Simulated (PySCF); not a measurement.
## [C4H5]-: core ionisation energies

C4H5 (charge -1).
Atom-mapped SMILES: `[C-:1]#[C:2][CH2:3][CH3:4]`

Geometry (PBE0-D3(BJ)/def2-SVP, Å), atoms numbered from 1 in this order:
```
atom  x, y, z in Å
C1     2.6494   -0.6742   -0.2780
C2     1.5544   -0.0815   -0.1594
C3     0.2557    0.5772   -0.0164
C4    -0.9245   -0.3973    0.0718
H5     0.2237    1.2265    0.8869
H6     0.0536    1.2742   -0.8603
H7    -0.9432   -1.0499   -0.8160
H8    -1.8987    0.1235    0.1472
H9    -0.8105   -1.0559    0.9481
```

Theory: delta-SCF UKS SCAN, pcX-2 on the ionised atom, pcseg-1 elsewhere, spin-free X2C (PySCF 2.14.0). These are vertical core ionisation energies against the vacuum level, from separate self-consistent calculations with and without the core hole.

Problem. List the computed XPS lines with their assignment.

Solution. 
| atom(s) | bonded to | level | binding energy (eV) | above the level's lowest (eV) | count |
| --- | --- | --- | --- | --- | --- |
| C1 | C (triple bond) | C 1s | 282.27 | 0.00 | 1 |
| C2 | C (triple bond) and C | C 1s | 282.80 | +0.53 | 1 |
| C3 | 2 C and 2 H | C 1s | 286.39 | +4.12 | 1 |
| C4 | C and 3 H | C 1s | 286.40 | +4.13 | 1 |

Lowest listed C 1s: C1, bonded to C (triple bond). Highest, 4.13 eV above it: C4, bonded to C and 3 H. The widest gap between neighbouring values is 3.59 eV, between 282.80 and 286.39 eV. The values 286.39 and 286.40 eV lie too close for their order to be trusted.

Problem. Which photon energy gives electrons from C 1s of C3 a kinetic energy of 100 eV, and what is their de Broglie wavelength?

Solution. hν = 286.39 + 100 = 386.39 eV, recoil neglected; λ = 12.264 Å/√(E/eV) = 1.23 Å.

Spin contamination (⟨S²⟩ against 0.75 for a pure doublet) is marked for C 1s of C1 (0.90), which makes this value less certain. The species carries charge -1, so core ionisation leaves a neutral species. The basis sets have no added diffuse functions. Isolated species at its PBE0-D3(BJ)/def2-SVP geometry, gas phase. The geometry's basis has no diffuse functions, a weakness for an anion.
